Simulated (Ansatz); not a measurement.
Reading a saddle point

A first-order saddle point of AlH5O, closed shell, PBE0-D4/def2-TZVP, with one imaginary mode of 1244i cm⁻¹:

```xyz
7
angstrom
Al -0.4004 -0.6326 0.0667
H 1.3643 -0.5131 0.1435
H -0.8551 -1.0356 -1.3964
H -0.9808 -1.2599 1.3937
H 0.9950 0.4877 0.1478
O -0.0096 1.1916 0.2057
H -0.1136 1.7620 -0.5611
```

Computed with Ansatz 0.2.0 (basis: def2-TZVPP and def2-QZVPP); correlated methods freeze the cores. Extrapolation: Hartree–Fock as exp(−7.88 √X), correlation as X^−2.97.

Q: Which contacts change along the imaginary mode, and what lies on either side? (Judge from chemistry; the calculation decides.)

A: Computed: The step is AlH₃ + H₂O → AlH₃O ([OH][AlH2]) + H₂, with the molecules in contact on both sides. Shortening one way: Al1–O6, H2–H5; lengthening the same way: Al1–H2, H5–O6.
```json
{"pair": "Al1–O6", "one side (Å)": "2.03", "saddle (Å)": "1.87", "other side (Å)": "1.70"}
{"pair": "H2–H5", "one side (Å)": "2.63", "saddle (Å)": "1.07", "other side (Å)": "0.75"}
{"pair": "Al1–H2", "one side (Å)": "1.60", "saddle (Å)": "1.77", "other side (Å)": "2.38"}
{"pair": "H5–O6", "one side (Å)": "0.96", "saddle (Å)": "1.23", "other side (Å)": "3.07"}
```

Q: Which side is lower, and how far does the saddle lie above each? (Judge from chemistry; the value comes from the calculation.)

A: The calculation gives: The side with Al1–O6, H2–H5 short is lower by 43.7 kJ/mol; the saddle lies 111.8 kJ/mol above it and 68.1 kJ/mol above the other (CCSD(T) at an estimated basis limit (MP2 extrapolated from triple and quadruple zeta, plus CCSD(T) − MP2 in triple zeta); electronic energies).

No T1 diagnostic of these runs exceeds 0.013.

The step is the kind of ligand exchange by which a precursor binds to a hydroxyl group, or is hydrolysed, in atomic layer deposition of oxides.

Labels in which every atom is bracketed show which atoms are joined, not bond orders.

For scale, one of the runs: CCSD(T)/def2-TZVPP, 143 basis functions, launched by `ansatz run in.yaml --threads 2 --pin off --events-out ev --progress --plain --max-ram 4352MiB`. Hardware: 2 CPU threads of an Intel Xeon Platinum 8488C, shared host. Wall time 6 s; peak host memory 0.81 GiB.
